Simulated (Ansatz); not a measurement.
# AlO (quartet): from Hartree-Fock to the top rungs at distance Al1–O2 = 3.228 Å, 6-31G

Aim: climb from Hartree-Fock through coupled cluster and multireference methods for AlO (quartet) at one geometry and basis, and see what each rung misses.

Method: 6-31G, core rule «outside noble gas», up to 6 orbitals frozen; program: Ansatz 0.2.0, Gaussian basis.

Plan: UHF; CCSD(T) on ROHF; CCSD(T) on UHF; BCCD(T) on ROHF; CISD; CCSDT(Q) on ROHF; CCSDT(Q) on UHF; CISDTQ; CCSDTQ on ROHF; CCSDTQ on UHF; CASSCF and MRCISD+Q, 5 electrons in 5 orbitals; CASSCF and NEVPT2, 5 electrons in 5 orbitals; CASSCF and MRCISD+Q, 9 electrons in 8 orbitals; CASSCF and NEVPT2, 9 electrons in 8 orbitals; Full CI.

32 further runs of the same task are left out: 10 for a known fault of the program, 16 that didn't finish, 6 set aside as unsound or not needed.

## (1) The geometry

The geometry derives from a PBE0/def2-TZVP stationary point (not a proven minimum). One bond is set to the value named and the two fragments are kept rigid.

2 atoms, charge 0, spin multiplicity 4.

Atoms are counted from 1 here; the program's logs count them from 0.

No contacts short enough for the rule that draws bonds.

## (2) UHF

Contents of in.yaml:

```yaml
crystal:
  periodic: [false, false, false]
  atoms:
    - {symbol: Al, position_ang: [0.000000, 0.000000, 0.000000]}
    - {symbol: O, position_ang: [0.000000, 0.000000, 3.228000]}
basis:
  gaussian: {orbitals: 6-31G}
magnetization: {spin_polarized: true, initial_magnetization: 3}
hamiltonian: {xc: hf}
output: {orbitals: {seedname: orbitals}}
```

Run with:

```sh
$ ansatz run in.yaml --threads 1 --pin off --events-out ev --progress --plain --max-ram 2393MiB
```

Further steps of the session: CCSD(T) on ROHF; CCSD(T) on UHF; BCCD(T) on ROHF; CISD; CCSDT(Q) on ROHF; CCSDT(Q) on UHF; CISDTQ; CCSDTQ on ROHF; CCSDTQ on UHF; CASSCF and MRCISD+Q, 5 electrons in 5 orbitals; CASSCF and NEVPT2, 5 electrons in 5 orbitals; CASSCF and MRCISD+Q, 9 electrons in 8 orbitals; CASSCF and NEVPT2, 9 electrons in 8 orbitals; Full CI.

**Question.** What will the summary of the whole plan be? Wanted: FCI below the RHF energy; RMP2 from FCI; UMP2 from FCI; RCCSD from FCI; RCCSD(T) from FCI; UCCSD(T) from FCI; RCCSDT(Q) from FCI; UCCSDT(Q) from FCI; NEVPT2 pair from FCI.

The runs gave:

| quantity | value |
| --- | --- |
| FCI below the RHF energy | -2.4802 eV |
| RMP2 from FCI | +58.3 kJ/mol |
| UMP2 from FCI | +56.2 kJ/mol |
| RCCSD from FCI | +2.3 kJ/mol |
| RCCSD(T) from FCI | +0.8 kJ/mol |
| UCCSD(T) from FCI | +0.7 kJ/mol |
| RCCSDT(Q) from FCI | 0.0 kJ/mol |
| UCCSDT(Q) from FCI | -0.1 kJ/mol |
| NEVPT2 pair from FCI | +51.2 kJ/mol |
| MRCISD+Q pair from FCI | +0.6 kJ/mol |
| NEVPT2 valence from FCI | +54.1 kJ/mol |
| levels within 1 kcal/mol (43 meV) | RCCSD, UCCSD, RCCSD(T), UCCSD(T), BCCD(T), RCCSDT, UCCSDT, CISDTQ, RCCSDT(Q), UCCSDT(Q), RCCSDTQ, UCCSDTQ, MRCISD+Q pair, MRCISD+Q valence |
| T1 diagnostic | 0.013 |
| effectively unpaired electrons | 3.06 |

In words: RCCSD(T) lands +0.8 kJ/mol from the yardstick (0.3 % of the correlation energy). One determinant dominates. Of the multireference levels listed MRCISD+Q pair comes nearest in total energy (+0.6 kJ/mol), which doesn't show that its space is the better one. These misses are within one basis, not against nature; the frozen cores of restricted and unrestricted runs differ, which can shift their rows.
